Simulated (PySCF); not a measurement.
CH₆OSi.
Atom-mapped SMILES: `[CH3:1][SiH2:2][OH:3]` (hydrogens: H4, H5, H6 on C1; H7, H8 on Si2; H9 on O3)

The calculation used PBE0-D3(BJ)/def2-SVP geometry optimisation, gas phase in PySCF.

Problem. Give the optimised bond lengths and angles.

Solution. 
```
               bond  length (bohr)   order
             C1–Si2          3.538  single
             Si2–O3          3.156  single
C1–H4, C1–H5, C1–H6          2.081  single
             Si2–H7          2.815  single
             Si2–H8          2.835  single
              O3–H9          1.816  single
```

Bonds in one row agree within 0.02 bohr and their mean is given. Orders are formal, as drawn. A selection of angles:
```
    angle  degrees
Si2–C1–H4    110.4
Si2–C1–H5    110.7
 H4–C1–H5    108.2
C1–Si2–O3    112.4
C1–Si2–H7    110.2
O3–Si2–H7    105.4
O3–Si2–H8    110.5
H7–Si2–H8    109.4
Si2–O3–H9    116.8
```

Dihedral angles: H9–O3–Si2–C1 73° (synclinal). The mirror-image conformer, all signs reversed, is as good.

Si2 (oxygen-bound silicon) is distorted tetrahedral (angles from 105.4° to 112.4°).

PBE0-D3(BJ)/def2-SVP frequencies: not computed here. The numbers are those of one conformer (C1–Si2–O3–H 73°).

Hardware: Arm Neoverse V2, one thread, shared host with 96 logical CPUs at a one-minute load of 88. Cost: 9.3 s, 0.33 GiB resident at most. That covers the optimisation of the geometry.
